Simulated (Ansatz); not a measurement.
BNH$_{4}$S, singlet: a trajectory.

The input file, in.yaml:

```yaml
crystal:
  periodic: [false, false, false]
  atoms:
    - {symbol: B, position_ang: [-0.669504, 0.058508, -0.464968]}
    - {symbol: N, position_ang: [0.560278, 0.272654, 0.435242]}
    - {symbol: S, position_ang: [-0.698213, -1.660480, -0.732130]}
    - {symbol: H, position_ang: [0.500832, -1.070463, 0.200201]}
    - {symbol: H, position_ang: [-1.374501, 0.945731, -0.835908]}
    - {symbol: H, position_ang: [1.312642, 0.823026, 0.031133]}
    - {symbol: H, position_ang: [0.368467, 0.630925, 1.366430]}
basis:
  gaussian: {orbitals: cc-pVDZ}
hamiltonian: {xc: {name: revPBE}, dispersion: d4}
md: {n_steps: 40, timestep: 0.5, temperature: 300, ensemble: nvt_langevin, seed: 555, friction: 0.05, initial_velocities: maxwell_boltzmann}
```

Launched with

```bash
ansatz run in.yaml --threads 2 --pin off --events-out ev --progress --plain --max-ram 4352MiB
```

The run's output (Ansatz 0.2.0):

```
Functional definition: revPBE
  name "revPBE"
  cite "Zhang & Yang, Phys. Rev. Lett. 80, 890 (1998) doi:10.1103/PhysRevLett.80.890"
  cite "Perdew, Burke & Ernzerhof, Phys. Rev. Lett. 77, 3865 (1996) doi:10.1103/PhysRevLett.77.3865"
  parameter kappa = 1.245
  parameter beta = 0.06672455060314922
  exchange = pbe_x(kappa = kappa, mu = beta*pi^2/3)
  correlation = pbe_c(beta = beta)
835 factors; their error is unknown
mean field evaluation 1: about -13058.5201 eV, gradient 5.3e1 eV
mean field evaluation 2: about -13040.6405 eV, gradient 9.7e1 eV
mean field evaluation 4: about -13064.4096 eV, gradient 7.8e0 eV
mean field evaluation 8: about -13064.6130 eV, gradient 1.2e-1 eV
mean field evaluation 16: about -13064.5731 eV, gradient 6.9e-5 eV
mean field -13064.57312639 eV, -480.1142069091 hartree, gradient 6.9e-5 eV, S^2 0.000000; 0 other end points of the search recorded, 0 dependent functions left out
the calculation of the forces begins
reference -13064.57316406 eV, -480.1142082935 hartree; 16, 16 occupied and 50, 50 virtual orbitals, 835 factors
md step     0: t =     0.00 fs  T =   257.1 K  F+E_penalty+E_count = -13064.94155215 eV  E_kin = 0.232668 eV  (26 SCF iters)
md step     1: t =     0.50 fs  T =   272.9 K  F+E_penalty+E_count = -13064.94672183 eV  E_kin = 0.246886 eV  (31 SCF iters, 3 dispersion substeps)
md step     2: t =     1.00 fs  T =   273.3 K  F+E_penalty+E_count = -13064.94965763 eV  E_kin = 0.247295 eV  (31 SCF iters, 3 dispersion substeps)
md step     3: t =     1.50 fs  T =   313.3 K  F+E_penalty+E_count = -13064.95112644 eV  E_kin = 0.283468 eV  (30 SCF iters, 3 dispersion substeps)
md step     4: t =     2.00 fs  T =   298.3 K  F+E_penalty+E_count = -13064.94821338 eV  E_kin = 0.269946 eV  (31 SCF iters, 3 dispersion substeps)
md step     5: t =     2.50 fs  T =   333.0 K  F+E_penalty+E_count = -13064.94271330 eV  E_kin = 0.301307 eV  (31 SCF iters, 3 dispersion substeps)
md step     6: t =     3.00 fs  T =   338.1 K  F+E_penalty+E_count = -13064.93695430 eV  E_kin = 0.305941 eV  (30 SCF iters, 3 dispersion substeps)
md step     7: t =     3.50 fs  T =   335.0 K  F+E_penalty+E_count = -13064.93164357 eV  E_kin = 0.303134 eV  (30 SCF iters, 3 dispersion substeps)
md step     8: t =     4.00 fs  T =   318.8 K  F+E_penalty+E_count = -13064.92613694 eV  E_kin = 0.288473 eV  (30 SCF iters, 3 dispersion substeps)
md step     9: t =     4.50 fs  T =   287.7 K  F+E_penalty+E_count = -13064.92157072 eV  E_kin = 0.260359 eV  (30 SCF iters, 3 dispersion substeps)
md step    10: t =     5.00 fs  T =   280.4 K  F+E_penalty+E_count = -13064.91995024 eV  E_kin = 0.253727 eV  (30 SCF iters, 3 dispersion substeps)
md step    11: t =     5.50 fs  T =   271.8 K  F+E_penalty+E_count = -13064.92161060 eV  E_kin = 0.245891 eV  (30 SCF iters, 3 dispersion substeps)
md step    12: t =     6.00 fs  T =   275.8 K  F+E_penalty+E_count = -13064.93115499 eV  E_kin = 0.249589 eV  (30 SCF iters, 3 dispersion substeps)
md step    13: t =     6.50 fs  T =   267.0 K  F+E_penalty+E_count = -13064.94345332 eV  E_kin = 0.241584 eV  (31 SCF iters, 3 dispersion substeps)
md step    14: t =     7.00 fs  T =   314.3 K  F+E_penalty+E_count = -13064.95712772 eV  E_kin = 0.284429 eV  (31 SCF iters, 3 dispersion substeps)
md step    15: t =     7.50 fs  T =   327.0 K  F+E_penalty+E_count = -13064.97549579 eV  E_kin = 0.295895 eV  (31 SCF iters, 3 dispersion substeps)
md step    16: t =     8.00 fs  T =   304.7 K  F+E_penalty+E_count = -13064.99487638 eV  E_kin = 0.275676 eV  (31 SCF iters, 3 dispersion substeps)
md step    17: t =     8.50 fs  T =   372.2 K  F+E_penalty+E_count = -13065.01547554 eV  E_kin = 0.336772 eV  (28 SCF iters, 3 dispersion substeps)
md step    18: t =     9.00 fs  T =   385.4 K  F+E_penalty+E_count = -13065.03686604 eV  E_kin = 0.348674 eV  (30 SCF iters, 3 dispersion substeps)
md step    19: t =     9.50 fs  T =   387.8 K  F+E_penalty+E_count = -13065.05566371 eV  E_kin = 0.350850 eV  (31 SCF iters, 3 dispersion substeps)
md step    20: t =    10.00 fs  T =   359.6 K  F+E_penalty+E_count = -13065.06866910 eV  E_kin = 0.325401 eV  (30 SCF iters, 3 dispersion substeps)
md step    21: t =    10.50 fs  T =   324.8 K  F+E_penalty+E_count = -13065.07417961 eV  E_kin = 0.293924 eV  (31 SCF iters, 3 dispersion substeps)
md step    22: t =    11.00 fs  T =   306.4 K  F+E_penalty+E_count = -13065.07604127 eV  E_kin = 0.277261 eV  (30 SCF iters, 3 dispersion substeps)
md step    23: t =    11.50 fs  T =   306.2 K  F+E_penalty+E_count = -13065.07885640 eV  E_kin = 0.277067 eV  (30 SCF iters, 3 dispersion substeps)
md step    24: t =    12.00 fs  T =   344.1 K  F+E_penalty+E_count = -13065.08276685 eV  E_kin = 0.311365 eV  (30 SCF iters, 3 dispersion substeps)
md step    25: t =    12.50 fs  T =   376.1 K  F+E_penalty+E_count = -13065.09434080 eV  E_kin = 0.340298 eV  (30 SCF iters, 3 dispersion substeps)
md step    26: t =    13.00 fs  T =   438.4 K  F+E_penalty+E_count = -13065.12215823 eV  E_kin = 0.396630 eV  (30 SCF iters, 3 dispersion substeps)
md step    27: t =    13.50 fs  T =   468.5 K  F+E_penalty+E_count = -13065.16229916 eV  E_kin = 0.423894 eV  (30 SCF iters, 3 dispersion substeps)
md step    28: t =    14.00 fs  T =   533.1 K  F+E_penalty+E_count = -13065.20375219 eV  E_kin = 0.482366 eV  (30 SCF iters, 3 dispersion substeps)
md step    29: t =    14.50 fs  T =   603.7 K  F+E_penalty+E_count = -13065.24001732 eV  E_kin = 0.546232 eV  (30 SCF iters, 3 dispersion substeps)
md step    30: t =    15.00 fs  T =   631.8 K  F+E_penalty+E_count = -13065.27166580 eV  E_kin = 0.571707 eV  (30 SCF iters, 3 dispersion substeps)
md step    31: t =    15.50 fs  T =   661.8 K  F+E_penalty+E_count = -13065.29724420 eV  E_kin = 0.598834 eV  (30 SCF iters, 3 dispersion substeps)
md step    32: t =    16.00 fs  T =   732.0 K  F+E_penalty+E_count = -13065.31891269 eV  E_kin = 0.662367 eV  (30 SCF iters, 3 dispersion substeps)
md step    33: t =    16.50 fs  T =   725.3 K  F+E_penalty+E_count = -13065.33689528 eV  E_kin = 0.656301 eV  (30 SCF iters, 3 dispersion substeps)
md step    34: t =    17.00 fs  T =   723.9 K  F+E_penalty+E_count = -13065.35186742 eV  E_kin = 0.654997 eV  (30 SCF iters, 3 dispersion substeps)
md step    35: t =    17.50 fs  T =   717.6 K  F+E_penalty+E_count = -13065.36694462 eV  E_kin = 0.649304 eV  (30 SCF iters, 3 dispersion substeps)
md step    36: t =    18.00 fs  T =   749.8 K  F+E_penalty+E_count = -13065.38504612 eV  E_kin = 0.678414 eV  (28 SCF iters, 3 dispersion substeps)
md step    37: t =    18.50 fs  T =   770.5 K  F+E_penalty+E_count = -13065.40587464 eV  E_kin = 0.697127 eV  (30 SCF iters, 3 dispersion substeps)
md step    38: t =    19.00 fs  T =   809.4 K  F+E_penalty+E_count = -13065.43179353 eV  E_kin = 0.732376 eV  (29 SCF iters, 3 dispersion substeps)
md step    39: t =    19.50 fs  T =   846.4 K  F+E_penalty+E_count = -13065.46387966 eV  E_kin = 0.765873 eV  (29 SCF iters, 3 dispersion substeps)
md step    40: t =    20.00 fs  T =   844.6 K  F+E_penalty+E_count = -13065.49886057 eV  E_kin = 0.764206 eV  (28 SCF iters, 3 dispersion substeps)
Total energy: -13065.49889769 eV, -480.1482283767 hartree
Atom 0 at    -0.598139     0.151811    -0.327864 Å, force     0.153785    -0.951880     0.456878 eV/Å
Atom 1 at     0.619647     0.240420     0.489691 Å, force     0.968548     2.614850    -0.163658 eV/Å
Atom 2 at    -0.739100    -1.613218    -0.711247 Å, force    -0.217241    -0.626462     0.030331 eV/Å
Atom 3 at     0.434473    -1.869923     0.048301 Å, force    -0.906684     0.094577    -0.738745 eV/Å
Atom 4 at    -1.381555     1.034391    -0.670133 Å, force     0.332697    -0.304788    -0.170764 eV/Å
Atom 5 at     1.031027     1.196950     0.299214 Å, force    -0.142428    -0.558426     0.352078 eV/Å
Atom 6 at     0.449244     0.302153     1.500442 Å, force    -0.188676    -0.267871     0.233880 eV/Å
Dipole moment:     0.189217     0.288397     0.303299 e Å

[the SCF lines of later steps are left out]
```

The run took about 28 s on 2 CPU threads of an Arm Neoverse V2 (shared host).
